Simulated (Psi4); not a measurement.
**doublet BH2Cl+ at 3 levels**

Aim: a comparison of 3 runs (UPBE/def2-TZVP, UMP2/def2-TZVP, UCCSD(T)/def2-TZVP) of doublet BH2Cl+. 

The calculation is run with Psi4 1.11.

## Step 1: The system as given

The species is BH2Cl+ (4 atoms), meant as a doublet with charge +1. As SMILES of the parent species, `BCl`. The shape is that of a PBE0-D4/def2-TZVP optimisation. That shape belongs to the parent species and isn't relaxed for this state.

Bond lengths: B1–Cl2 1.733 Å, B1–H3 1.190 Å, B1–H4 1.190 Å. Angles: Cl2–B1–H3 118.1°, Cl2–B1–H4 118.1°, H3–B1–H4 123.7°.

## Step 2: Energy and forces at UPBE/def2-TZVP (run 1)

job.py reads:

```python
import psi4

psi4.set_memory('1600 MB')
psi4.set_num_threads(1)
psi4.core.set_output_file('run.log', False)

geom = psi4.geometry("""
1 2
B     -0.116700     0.021700    -0.075300
Cl     1.365000    -0.395300     0.721200
H     -1.106200    -0.559500     0.240400
H     -0.086600     0.872800    -0.906600
units angstrom
symmetry c1
""")

psi4.set_options({
    'basis': 'def2-TZVP',
    'reference': 'uks',
    'puream': True,
    'e_convergence': 1e-09,
    'd_convergence': 1e-08,
    'scf_type': 'pk',
    'dft_radial_points': 99,
    'dft_spherical_points': 590,
    'maxiter': 200,
})

result, w = psi4.gradient('pbe', molecule=geom, return_wfn=True)
psi4.oeprop(w, 'DIPOLE', 'LOWDIN_CHARGES', 'MULLIKEN_CHARGES', title='PBE')
print('gradient / Eh bohr^-1')
print(result.np.round(6))
print(f'energy = {w.energy():.10f} Eh')
for k, v in sorted(psi4.core.scalar_variables().items()):
    print(f'{k:45s} {v:18.10f}')
```

Launch:

```sh
python job.py
```

run.log:

```text
[...]
  Running in c1 symmetry.
[...]
  Nuclear repulsion =   37.783015982108225
[...]
  Multiplicity = 2
[...]
  Nalpha       = 12
  Nbeta        = 11
[...]
    Number of basis functions: 80
[...]
   @UKS iter   1:  -485.43209567681680    2.81598e-01   6.80092e-03 DIIS/ADIIS
[...]
   @UKS iter  12:  -485.64221926040841   -2.33058e-12   4.76447e-09 DIIS
[...]
   @S^2 Observed:                7.527918318E-01
[...]
  @UKS Final Energy:  -485.64221926040841
   => Energetics <=
    Nuclear Repulsion Energy =             37.7830159821082248
    One-Electron Energy =                -736.8051583643957656
    Two-Electron Energy =                 245.8376973223278981
    DFT Exchange-Correlation Energy =     -32.4577742004488243
    Empirical Dispersion Energy =           0.0000000000000000
    VV10 Nonlocal Energy =                  0.0000000000000000
    Total Energy =                       -485.6422192604084103
[...]
  -Total Gradient:
     Atom            X                  Y                   Z
    ------   -----------------  -----------------  -----------------
       1       -0.040274075461     0.011359273895    -0.021674826364
       2        0.019886389949    -0.005595671689     0.010689400693
       3        0.016764412008     0.006362004082    -0.001912351740
       4        0.003624487678    -0.012125948942     0.012898431461
[...]
```

On the terminal:

```text
gradient / Eh bohr^-1
[[-0.040274  0.011359 -0.021675]
 [ 0.019886 -0.005596  0.010689]
 [ 0.016764  0.006362 -0.001912]
 [ 0.003624 -0.012126  0.012898]]
energy = -485.6422192604 Eh
CURRENT ENERGY                                   -485.6422192604
CURRENT REFERENCE ENERGY                         -485.6422192604
DD SOLVATION ENERGY                                 0.0000000000
DFT FUNCTIONAL TOTAL ENERGY                      -485.6422192604
DFT TOTAL ENERGY                                 -485.6422192604
DFT VV10 ENERGY                                     0.0000000000
DFT XC ENERGY                                     -32.4577742004
GRID ELECTRONS ALPHA                               12.0000000366
GRID ELECTRONS BETA                                11.0000000260
GRID ELECTRONS TOTAL                               23.0000000626
NUCLEAR REPULSION ENERGY                           37.7830159821
ONE-ELECTRON ENERGY                              -736.8051583644
PCM POLARIZATION ENERGY                             0.0000000000
PE ENERGY                                           0.0000000000
SCF ITERATION ENERGY                             -485.6422192604
SCF ITERATIONS                                     12.0000000000
SCF TOTAL ENERGY                                 -485.6422192604
TWO-ELECTRON ENERGY                               245.8376973223
XC GRID RADIAL POINTS                              99.0000000000
XC GRID SPHERICAL POINTS                          590.0000000000
XC GRID TOTAL POINTS                           223915.0000000000
```

Wall time 12 s (1 thread of Intel Xeon 6975P-C (Granite Rapids), shared host); peak memory 0.76 GiB.

## Step 3: A single-point energy at UMP2/def2-TZVP (run 2)

calc.py reads:

```python
import psi4

psi4.set_memory(1600000000)
psi4.set_num_threads(1)
psi4.core.set_output_file('bclh2.out', False)

m = psi4.geometry("""
1 2
B
Cl 1 1.733129
H 1 1.190198 2 118.12329
H 1 1.1901 3 123.74734 2 -179.99888
symmetry c1
no_reorient
no_com
""")

psi4.set_options({
    'basis': 'def2-TZVP',
    'reference': 'uhf',
    'puream': True,
    'e_convergence': 1e-09,
    'd_convergence': 1e-08,
    'scf_type': 'pk',
    'num_frozen_docc': 6,
    'mp2_type': 'conv',
    'maxiter': 200,
})

E, wfn = psi4.energy('mp2', return_wfn=True)
print('E =', round(E, 9))
```

Launch:

```sh
python calc.py
```

bclh2.out:

```text
[...]
  Running in c1 symmetry.
[...]
  Nuclear repulsion =   37.783013219518146
[...]
  Multiplicity = 2
[...]
  Nalpha       = 12
  Nbeta        = 11
[...]
    Number of basis functions: 80
[...]
   @UHF iter   1:  -484.93953917175588   -1.03132e-01   2.52973e-03 DIIS/ADIIS
[...]
   @UHF iter  15:  -484.99684852111744   -4.60432e-12   6.34034e-09 DIIS
[...]
   @S^2 Observed:                7.652326109E-01
[...]
  @UHF Final Energy:  -484.99684852111744
   => Energetics <=
    Nuclear Repulsion Energy =             37.7830132195181463
    One-Electron Energy =                -736.0404207120591309
    Two-Electron Energy =                 213.2605589714235634
    Total Energy =                       -484.9968485211174425
  UHF NO Occupations:
  HONO-2 :   10  A 1.9977597
  HONO-1 :   11  A 1.9957299
[...]
 Multipole Moments:
 ------------------------------------------------------------------------------------
     Multipole            Electronic (a.u.)      Nuclear  (a.u.)        Total (a.u.)
 ------------------------------------------------------------------------------------
 L = 1.  Multiply by 2.5417464519 to convert [e a0] to [Debye]
 Dipole X            :         -0.0000214            0.0000181           -0.0000033
 Dipole Y            :         -0.0001316            0.0001368            0.0000052
 Dipole Z            :          2.1034066           -2.6457608           -0.5423542
 Magnitude           :                                                    0.5423542
[...]
	SCS-MP2 Total Energy (a.u.)        :  -485.24938219677659
	SOS-MP2 Total Energy (a.u.)        :  -485.23199704155934
	SCSN-MP2 Total Energy (a.u.)       :  -485.08864214066449
[...]
	SOS-PI-MP2 Total Energy (a.u.)     :  -485.27118846163296
[...]
	MP2 Total Energy (a.u.)            :  -485.24496108713743
[...]
```

The script printed:

```text
E = -485.244961087
```

Run time: 4.2 s. Hardware: 1 thread of Intel Xeon 6975P-C (Granite Rapids), shared host; peak memory 0.35 GiB.

## Step 4: A single-point energy at UCCSD(T)/def2-TZVP (run 3)

bclh2.xyz reads:

```xyz
4
BClH2
B     -0.116700     0.021700    -0.075300
Cl     1.365000    -0.395300     0.721200
H     -1.106200    -0.559500     0.240400
H     -0.086600     0.872800    -0.906600
```

run.py reads:

```python
import numpy as np
from ase.calculators.psi4 import Psi4
from ase.io import read

atoms = read('bclh2.xyz')
calc = Psi4(atoms=atoms, method='ccsd(t)', basis='def2-TZVP', memory='1600MB', num_threads=1, charge=1, multiplicity=2, label='psi4-calc', reference='uhf')
calc.psi4.set_options({'puream': True, 'e_convergence': 1e-09, 'd_convergence': 1e-08, 'scf_type': 'pk', 'num_frozen_docc': 6, 'maxiter': 200})
atoms.calc = calc

print(f'energy: {atoms.get_potential_energy():.6f} eV')
```

Launch:

```sh
python run.py
```

psi4-calc.dat:

```text
[...]
  Running in c1 symmetry.
[...]
  Nuclear repulsion =   37.783015982108225
[...]
  Multiplicity = 2
[...]
  Nalpha       = 12
  Nbeta        = 11
[...]
    Number of basis functions: 80
[...]
   @UHF iter   1:  -484.93953915785755   -1.03132e-01   2.52973e-03 DIIS/ADIIS
[...]
   @UHF iter  15:  -484.99684852714188   -4.37694e-12   6.34066e-09 DIIS
[...]
   @S^2 Observed:                7.652325985E-01
[...]
  @UHF Final Energy:  -484.99684852714188
   => Energetics <=
    Nuclear Repulsion Energy =             37.7830159821082248
    One-Electron Energy =                -736.0404256057433940
    Two-Electron Energy =                 213.2605610964932623
    Total Energy =                       -484.9968485271418785
  UHF NO Occupations:
  HONO-2 :   10  A 1.9977597
  HONO-1 :   11  A 1.9957299
[...]
 Multipole Moments:
 ------------------------------------------------------------------------------------
     Multipole            Electronic (a.u.)      Nuclear  (a.u.)        Total (a.u.)
 ------------------------------------------------------------------------------------
 L = 1.  Multiply by 2.5417464519 to convert [e a0] to [Debye]
 Dipole X            :          1.7983285           -2.2620037           -0.4636752
 Dipole Y            :         -0.5060157            0.6365030            0.1304874
 Dipole Z            :          0.9665828           -1.2158337           -0.2492508
 Magnitude           :                                                    0.5423538
[...]
      * MP2 total energy                      = -485.244961078146275
[...]
      * CCSD total energy                     = -485.286804698664355
[...]
      * CCSD(T) total energy                     = -485.298596311375150
```

On the terminal:

```text
energy: -13205.647441 eV
```

It took 23 s on 1 thread of Intel Xeon 6975P-C (Granite Rapids), shared host; peak memory 0.57 GiB.

## Step 5: The series

```csv
run,level,task,frozen core orbitals,energy (Eh),HOMO energy (eV),LUMO energy (eV),⟨S²⟩,wall time
1,UPBE/def2-TZVP,gradient,0,-485.642219,-16.02,-14.85,0.753,12 s
2,UMP2/def2-TZVP,energy,6,-485.244961,-20.95,-9.41,0.765,4.2 s
3,UCCSD(T)/def2-TZVP,energy,6,-485.298596,-20.95,-9.41,0.765,23 s
```

## Step 6: Summary of results

```
                                                         quantity          value
                                              run 3: total energy  -485.29860 Eh
run 3: HOMO energy (Hartree–Fock orbitals) (highest over α and β)      -20.95 eV
 run 3: LUMO energy (Hartree–Fock orbitals) (lowest over α and β)       -9.41 eV
               run 3: correlation energy (6 core orbitals frozen)     -301.7 mEh
                                            run 3: (T) correction     -11.79 mEh
                         run 3: ⟨S²⟩ of the reference determinant          0.765
                                             run 3: T1 diagnostic          0.062
```

All runs together took 39 s, the longest 23 s.
